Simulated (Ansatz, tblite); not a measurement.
**SiH2: removing and adding an electron**

The task here is to estimate one member of a computed series from the others.

Program: Ansatz 0.2.0, Gaussian basis. Level of theory: as each input shows. These are calculated values, not measurements.

Levels to be run: charge +1 doublet, at the geometry of the singlet (PBE0-D4/def2-TZVP, PBE-D4/def2-TZVP, r2SCAN-D4/def2-TZVP, CCSD(T)/def2-TZVPP); charge -1 doublet, at the geometry of the singlet (PBE0-D4/def2-TZVPD, PBE-D4/def2-TZVPD, r2SCAN-D4/def2-TZVPD, CCSD(T)/def2-TZVPD); the starting singlet's energies come from earlier runs.

### The structure

The geometry is that of the singlet, from an earlier relaxation (r2SCAN-D4/def2-TZVP).

3 atoms, charge 0, spin multiplicity 1.

Atoms are counted from 1 here; the program's logs count them from 0.

Bond lengths: Si1–H2 1.525 Å, Si1–H3 1.525 Å. Angles: H2–Si1–H3 90.8°.

The first run:

The input, in.yaml:

```yaml
crystal:
  periodic: [false, false, false]
  atoms:
    - {symbol: Si, position_ang: [0.005873, -0.008885, -0.713619]}
    - {symbol: H, position_ang: [1.082244, -0.019050, 0.366034]}
    - {symbol: H, position_ang: [-1.088118, 0.027935, 0.347585]}
basis:
  gaussian: {orbitals: def2-TZVP}
total_charge: 1
magnetization: {spin_polarized: true, initial_magnetization: 1}
hamiltonian: {xc: pbe0, dispersion: d4}
output: {orbitals: {seedname: orbitals}}
```

The run is started by

```
ansatz run in.yaml --threads 4 --pin off --events-out ev --progress --plain --max-ram 3916MiB
```

Steps of the session up to this table: Charge +1 doublet at the fixed geometry, PBE0-D4/def2-TZVP; Charge +1 doublet at the fixed geometry, PBE-D4/def2-TZVP; Charge +1 doublet at the fixed geometry, r2SCAN-D4/def2-TZVP; Charge +1 doublet at the fixed geometry, CCSD(T)/def2-TZVPP; Charge -1 doublet at the fixed geometry, PBE0-D4/def2-TZVPD; Charge -1 doublet at the fixed geometry, PBE-D4/def2-TZVPD; Charge -1 doublet at the fixed geometry, r2SCAN-D4/def2-TZVPD; Charge -1 doublet at the fixed geometry, CCSD(T)/def2-TZVPD.

One of the session's tables, all rows but one given; the rest of the session is left out.

It belongs to the step «Vertical electron affinity». 

```
              method  vertical electron affinity (eV)
       HF/def2-TZVPD                             0.49
   PBE-D4/def2-TZVPD                                ?
r2SCAN-D4/def2-TZVPD                             1.26
  PBE0-D4/def2-TZVPD                             1.14
      MP2/def2-TZVPD                             0.87
     CCSD/def2-TZVPD                             0.84
  CCSD(T)/def2-TZVPD                             0.88
```

**Question.** Estimate the row for PBE-D4/def2-TZVPD.

**Answer.** vertical electron affinity (eV): 1.13. In the column «vertical electron affinity (eV)» it lies between CCSD(T)/def2-TZVPD (0.88) and PBE0-D4/def2-TZVPD (1.14).

To keep in mind: The closed-shell reference under CCSD(T)/def2-TZVPD is unstable towards broken spin symmetry, which adds to the doubt on it. The anion's highest level is positive in at least one run, so there the basis alone may hold the extra electron.
